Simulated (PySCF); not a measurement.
# Cl2H2Si: the cost of one run

Computed with PySCF 2.14.0. Level: levels as typed in each script, gas phase, geometry from GFN2-xTB.

### 1 Starting geometry

SMILES `Cl[SiH2]Cl`, 5 atoms, charge 0, spin multiplicity 1.

Bond lengths: Cl1–Si2 2.009 Å, Si2–Cl3 2.009 Å, Si2–H4 1.455 Å, Si2–H5 1.455 Å. Angles: Cl1–Si2–Cl3 109.6°, Cl1–Si2–H4 108.7°, Cl1–Si2–H5 108.7°, Cl3–Si2–H4 108.7°, Cl3–Si2–H5 108.7°, H4–Si2–H5 112.5°.

Geometry (Å):

```xyz
5
Cl2H2Si
Cl   -1.6423   -0.4029    0.0000
Si    0.0000    0.7550    0.0000
Cl    1.6423   -0.4029    0.0000
H    -0.0002    1.5638    1.2093
H     0.0002    1.5638   -1.2093
```

### 2 Density, bond paths and surface potential (PBE/def2-tzvp)

File input.py:

```python
import numpy as np
from pyscf import gto, scf, dft
from pyscf.scf import atom_ks, atom_hf
from scipy.linalg import block_diag

def solve(mol, dm0=None, hcore=None):
    mf = (dft.UKS if mol.spin else dft.RKS)(mol, xc='pbe')
    mf.grids.level = 3
    mf = mf.density_fit(auxbasis='def2-universal-jkfit')
    mf.conv_tol, mf.max_cycle = 1e-8, 80
    if hcore is not None:
        mf.get_hcore = lambda *args: hcore
    mf.kernel(dm0)
    if not mf.converged:
        mf = mf.newton().run(mf.mo_coeff, mf.mo_occ, max_cycle=30)
    assert mf.converged, 'SCF not converged'
    return mf

mol = gto.M(atom='''
Cl    -1.64227    -0.40288    -0.00001
Si     0.00001     0.75504     0.00000
Cl     1.64226    -0.40289     0.00001
H     -0.00023     1.56377     1.20929
H      0.00022     1.56377    -1.20928
''', basis='def2-tzvp', charge=0, spin=0, verbose=4)
mf = solve(mol)
mf.analyze()
# spherically averaged free atoms, for the promolecule
atm = atom_ks.get_atm_nrks(mol, xc='pbe')
pro = block_diag(*[(atm[a[0]][2] * atm[a[0]][3]) @ atm[a[0]][2].T for a in mol._atom])
np.savez('result.npz', e=mf.e_tot, c=mf.mo_coeff, occ=mf.mo_occ, eps=mf.mo_energy, pro=pro, dip=mf.dip_moment(verbose=0), s2=mf.spin_square()[0])
```

Launch:

```bash
> OMP_NUM_THREADS=1 python input.py
```

**Question.** How long does this run take on 1 thread of Intel Xeon 6975P-C (Granite Rapids), shared host, and how much memory does it need?

About 6.2 s, with a peak of 0.43 GiB.
